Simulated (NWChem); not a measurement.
# CH4O (methanol): levels of theory compared

Aim: a comparison of 6 runs (HF/STO-3G, HF/3-21G, PBE/def2-TZVP, SVWN5/def2-TZVP, CCSD(T)/STO-3G, CCSD(T)/6-31G*) of CH4O (methanol). 

The calculation is run with NWChem 7.3.0.

## Step 1: The structure to begin with

CH4O has 6 atoms, charge 0, and is taken as a singlet. SMILES: `CO`. The shape is that of a PBE0-D4/def2-TZVP optimisation.

Bond lengths: C1–O2 1.409 Å, C1–H3 1.090 Å, C1–H4 1.097 Å, C1–H5 1.097 Å, O2–H6 0.959 Å. Angles: C1–O2–H6 108.5°, O2–C1–H3 107.0°, O2–C1–H4 112.4°, O2–C1–H5 112.4°, H3–C1–H4 108.1°, H3–C1–H5 108.1°, H4–C1–H5 108.6°.

## Step 2: Energy and forces at HF/STO-3G (run 1)

File run.py:

```python
from ase import Atoms
from ase.calculators.nwchem import NWChem

mol = Atoms(['C', 'O', 'H', 'H', 'H', 'H'], positions=[
    [-0.088400, -0.207400, -0.275700],
    [-0.165000, 0.316500, 1.030100],
    [-0.864700, -0.968400, -0.360900],
    [0.878800, -0.683600, -0.479200],
    [-0.272700, 0.554400, -1.043400],
    [0.512100, 0.988500, 1.129100],
])

calc = NWChem(
    label='mymol',
    theory='scf',
    memory='2200 mb',
    basis='STO-3G',
    basispar='spherical bse',
    scf={'nopen': '0', 'rhf': None, 'thresh': '1e-08', 'maxiter': '80'},
)
mol.calc = calc

forces = mol.get_forces()
print(f"energy = {mol.get_potential_energy():.6f} eV")
print("forces (eV/A):")
for s, f in zip(mol.symbols, forces):
    print(f"{s:2s} {f[0]:10.5f} {f[1]:10.5f} {f[2]:10.5f}")
print("dipole (e A):", mol.get_dipole_moment().round(4))
```

The run is started by

```
$ export ASE_NWCHEM_COMMAND="nwchem PREFIX.nwi > PREFIX.nwo"
$ python run.py
```

Output:

```text
energy = -3089.765728 eV
forces (eV/A):
C     0.37368    0.00848   -0.73873
O    -1.94437   -1.23197    1.25064
H    -0.03744   -0.05590   -0.04865
H    -0.05384    0.04067   -0.10207
H     0.06937   -0.09169   -0.04181
H     1.59259    1.33039   -0.31938
dipole (e A): [ 0.2095  0.1018 -0.2022]
```

The calculator wrote mymol.nwi:

```
title "mymol"

permanent_dir mymol

scratch_dir mymol

start mymol

geometry units angstrom nocenter noautosym noautoz
  C  -8.8400000000000006e-02 -2.0740000000000000e-01 -2.7570000000000000e-01
  O  -1.6500000000000001e-01 3.1650000000000000e-01 1.0301000000000000e+00
  H  -8.6470000000000002e-01 -9.6840000000000004e-01 -3.6090000000000000e-01
  H  8.7880000000000003e-01 -6.8359999999999999e-01 -4.7920000000000001e-01
  H  -2.7270000000000000e-01 5.5440000000000000e-01 -1.0434000000000001e+00
  H  5.1210000000000000e-01 9.8850000000000005e-01 1.1291000000000000e+00
end

memory 2200 mb

basis spherical bse noprint
   * library STO-3G
end

scf
  nopen 0
  rhf
  thresh 1e-08
  maxiter 80
end

task scf gradient
```

mymol.nwo (excerpt; [...] marks lines left out):

```text
[...]
      One-electron energy =   -236.008668253516
[... 1 line left out ...]
 Nuclear repulsion energy =     40.458005537033
[... 22 lines left out ...]
                       ROHF Final Molecular Orbital Analysis
[... 142 lines left out ...]
                              NWChem Gradients Module
[...]
  wavefunction    =   RHF
                         RHF ENERGY GRADIENTS
    atom               coordinates                        gradient
                 x          y          z           x          y          z
   1 C      -0.167052  -0.391929  -0.520997   -0.007267  -0.000165   0.014366
   2 O      -0.311805   0.598098   1.946607    0.037812   0.023958  -0.024321
   3 H      -1.634046  -1.830011  -0.682002    0.000728   0.001087   0.000946
   4 H       1.660691  -1.291817  -0.905557    0.001047  -0.000791   0.001985
   5 H      -0.515328   1.047664  -1.971740   -0.001349   0.001783   0.000813
   6 H       0.967729   1.867994   2.133690   -0.030971  -0.025872   0.006211
[...]
```

Wall time 1.6 s (1 thread of Intel Xeon Platinum 8259CL at 2.50GHz (Skylake/Cascade Lake), shared host); peak memory 0.1 GiB.

## Step 3: Energy and gradient at HF/3-21G (run 2)

File sp.nw:

```
echo
start sp
memory total 2200 mb
charge 0
geometry noautosym nocenter noautoz
   C     -0.088400    -0.207400    -0.275700
   O     -0.165000     0.316500     1.030100
   H     -0.864700    -0.968400    -0.360900
   H      0.878800    -0.683600    -0.479200
   H     -0.272700     0.554400    -1.043400
   H      0.512100     0.988500     1.129100
end
basis spherical bse
   C library 3-21G
   O library 3-21G
   H library 3-21G
end
scf
   thresh 1e-08
   maxiter 80
   noprint "final vectors analysis"
end
task scf gradient
```

The run is started by

```
$ nwchem sp.nw > sp.out
```

Output:

```text
[...]
  functions       =    26
[...]
  wavefunction    = RHF
[...]
         Total SCF energy =   -114.396858752716
      One-electron energy =   -236.277719141382
      Two-electron energy =     81.422854851633
 Nuclear repulsion energy =     40.458005537033
        Time for solution =      0.3s
[...]
                         RHF ENERGY GRADIENTS
    atom               coordinates                        gradient
                 x          y          z           x          y          z
   1 C      -0.167052  -0.391929  -0.520997    0.002458   0.014078   0.025905
   2 O      -0.311805   0.598098   1.946607    0.001921  -0.005250  -0.015491
   3 H      -1.634046  -1.830011  -0.682002   -0.005605  -0.005241  -0.000025
   4 H       1.660691  -1.291817  -0.905557    0.006518  -0.003218   0.000003
   5 H      -0.515328   1.047664  -1.971740   -0.001817   0.005745  -0.004082
   6 H       0.967729   1.867994   2.133690   -0.003475  -0.006114  -0.006309
[...]
```

Run time: 0.99 s. Hardware: 1 thread of Intel Xeon Platinum 8259CL at 2.50GHz (Skylake/Cascade Lake), shared host; peak memory 0.1 GiB.

## Step 4: Energy and gradient at PBE/def2-TZVP (run 3)

File mymol.nw:

```
START mymol
memory stack 880 mb heap 220 mb global 1100 mb

GEOMETRY noautosym nocenter noautoz
 C     -0.088400    -0.207400    -0.275700
 O     -0.165000     0.316500     1.030100
 H     -0.864700    -0.968400    -0.360900
 H      0.878800    -0.683600    -0.479200
 H     -0.272700     0.554400    -1.043400
 H      0.512100     0.988500     1.129100
END

BASIS spherical bse
 * library def2-TZVP
END

DFT
 xc xpbe96 cpbe96
 grid xfine
 convergence energy 1e-08
 maxiter 100
 mulliken
 print low
END

TASK dft gradient
```

The run is started by

```
$ nwchem mymol.nw > mymol.out
```

Output:

```text
[...]
 d= 0,ls=0.0,diis     1   -115.5828687396 -1.56D+02  9.32D-03  5.63D-01     3.6
[...]
 d= 0,ls=0.0,diis     8   -115.6291982455 -4.24D-09  3.00D-06  2.28D-07    25.9
         Total DFT energy =     -115.629198245533
      One electron energy =     -237.275390401273
           Coulomb energy =       96.559850626450
    Exchange-Corr. energy =      -15.371664007743
 Nuclear repulsion energy =       40.458005537033
[...]
      Total Density - Mulliken Population Analysis
     ---------------------------------------------
    Atom       Charge   Shell Charges
 -----------   ------   -------------------------------------------------------
    1 C    6     6.20   0.85  1.12  0.53  0.63  0.12  1.32  1.20  0.35  0.02  0.07  0.01
    2 O    8     8.43   0.79  1.18  0.59  0.91  0.31  1.91  1.86  0.84  0.00  0.03  0.00
    3 H    1     0.88   0.28  0.47  0.10  0.02
    4 H    1     0.90   0.28  0.47  0.12  0.02
    5 H    1     0.90   0.28  0.47  0.12  0.02
    6 H    1     0.70   0.27  0.34  0.05  0.05
[...]
                         DFT ENERGY GRADIENTS
    atom               coordinates                        gradient
                 x          y          z           x          y          z
   1 C      -0.167052  -0.391929  -0.520997   -0.000946   0.000808   0.003686
   2 O      -0.311805   0.598098   1.946607    0.009091   0.004195  -0.009314
   3 H      -1.634046  -1.830011  -0.682002    0.003534   0.003495   0.000478
   4 H       1.660691  -1.291817  -0.905557   -0.004583   0.002618   0.001721
   5 H      -0.515328   1.047664  -1.971740    0.000887  -0.003264   0.004406
   6 H       0.967729   1.867994   2.133690   -0.007983  -0.007851  -0.000977
 Task  times  cpu:       33.8s     wall:       33.8s
 Total times  cpu:       33.8s     wall:       33.8s
```

Run time: 35 s. Hardware: 1 thread of Intel Xeon Platinum 8259CL at 2.50GHz (Skylake/Cascade Lake), shared host; peak memory 0.14 GiB.

Runs 4 to 5 aren't shown in full; the table further down has their settings and results.

## Step 5: The energy at CCSD(T)/6-31G(d) (spherical functions) (run 6)

File work.nw:

```
start work
memory stack 880 mb heap 220 mb global 1100 mb
charge 0

geometry noautosym nocenter noautoz
C       -0.088400      -0.207400      -0.275700
O       -0.165000       0.316500       1.030100
H       -0.864700      -0.968400      -0.360900
H        0.878800      -0.683600      -0.479200
H       -0.272700       0.554400      -1.043400
H        0.512100       0.988500       1.129100
end

basis "ao basis" spherical bse
* library 6-31G*
end

scf
thresh 1e-08
maxiter 80
end

ccsd
freeze core 2
maxiter 60
end

task ccsd(t) energy
```

The run is started by

```
$ nwchem work.nw > work.out
```

Output:

```text
[...]
  functions       =    36
[...]
  wavefunction    = RHF
[...]
         Total SCF energy =   -115.033770175973
      One-electron energy =   -237.107358675790
      Two-electron energy =     81.615582962785
 Nuclear repulsion energy =     40.458005537033
        Time for solution =      1.5s
[...]
 Total MP2 energy:           -115.341762875011241
[...]
             energy      energy      error      ampl     ampl      Block
                                                time     time      time
[...]
 Total CCSD energy:           -115.364185450822234
[...]
 Total CCSD+T(CCSD) energy:           -115.370661813077589
[...]
 Total CCSD(T) energy:                -115.370277271492213
[...]
```

Run time: 8.4 s. Hardware: 1 thread of Intel Xeon Platinum 8259CL at 2.50GHz (Skylake/Cascade Lake), shared host; peak memory 0.1 GiB.

## Step 6: All runs side by side

```tsv
run	level	iteration cap	module	energy (Eh)	largest force (eV/Å)	wall time
1	HF/STO-3G	80	scf	-113.546797	2.620	1.6 s
2	HF/3-21G	80	scf	-114.396859	1.521	0.99 s
3	PBE/def2-TZVP	100	dft	-115.629198	0.703	35 s
4	SVWN5/def2-TZVP	100	dft	-114.836757	0.694	22 s
5	CCSD(T)/STO-3G	80	ccsd(t)	-113.664767	–	1.4 s
6	CCSD(T)/6-31G* (spherical functions)	80	ccsd(t)	-115.370277	–	8.4 s
```

## Step 7: Outcome

| quantity | value |
| --- | --- |
| run 6: total energy | -115.37028 Eh |
| run 6: HOMO energy (Hartree–Fock orbitals) | -12.08 eV |
| run 6: LUMO energy (Hartree–Fock orbitals) | 6.16 eV |
| run 6: HOMO–LUMO gap (Hartree–Fock orbitals) | 18.24 eV |
| run 6: correlation energy (2 core orbitals frozen) | -336.5 mEh |
| run 6: (T) correction | -6.09 mEh |

**Reading.** Over runs 1, 2, 4 the dipole moment (its size) runs from 1.48 D (HF/STO-3G) to 2.09 D (HF/3-21G). Totals of different functionals can't be ranked against each other. In runs 1, 5 the basis is minimal, so the values are rough. All runs together took 69 s, the longest 35 s.
